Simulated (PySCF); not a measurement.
Geometry:
| atom | x (Å) | y (Å) | z (Å) |
| --- | --- | --- | --- |
| C1 | 2.318 | -0.115 | 0.180 |
| C2 | 0.880 | -0.194 | 0.055 |
| C3 | -0.311 | -0.279 | -0.042 |
| C4 | -1.760 | -0.340 | -0.169 |
| C5 | -2.268 | 0.943 | -0.597 |
| N6 | -2.659 | 1.962 | -0.935 |
| H7 | 2.634 | -0.529 | 1.137 |
| H8 | 2.794 | -0.676 | -0.624 |
| H9 | 2.634 | 0.926 | 0.121 |
| H10 | -2.213 | -0.596 | 0.795 |
| H11 | -2.043 | -1.098 | -0.908 |

Theory: shieldings: GIAO PBE0/pcSseg-1, coordinates at the GFN2-xTB level, in PySCF 2.14.0 with density-fitted response routines (in vacuum, fast rotation and ring inversion assumed for equivalent nuclei, no relativistic terms, single conformer).

Q: Predict the 2D correlation tables (HSQC, COSY, HMBC).

A: 

HSQC (one-bond C–H):
```tsv
δH	δC
3.19 (H10/H11)	9.2 (C4)
2.05 (H7/H8/H9)	4.6 (C1)
```

HMBC (two and three bonds, from the bond graph):
```tsv
δH	δC
3.19 (H10/H11)	119.4 (C5), 87.8 (C2), 73.6 (C3)
2.05 (H7/H8/H9)	87.8 (C2), 73.6 (C3)
```

No COSY cross peaks are expected.

Shifts are taken against calculated references (same method and geometry level): TMS for ¹H (31.72 ppm), ¹³C (186.93 ppm).

Shifts are as computed. Against solution values, carbons near 30 ppm lie about +3 ppm off and those near 130 ppm about +5 ppm. Of 1211 compounds with measured shifts, 218 miss one by over three times the rms of a fit or turn the order of signals round; such compounds aren't used in these exercises.
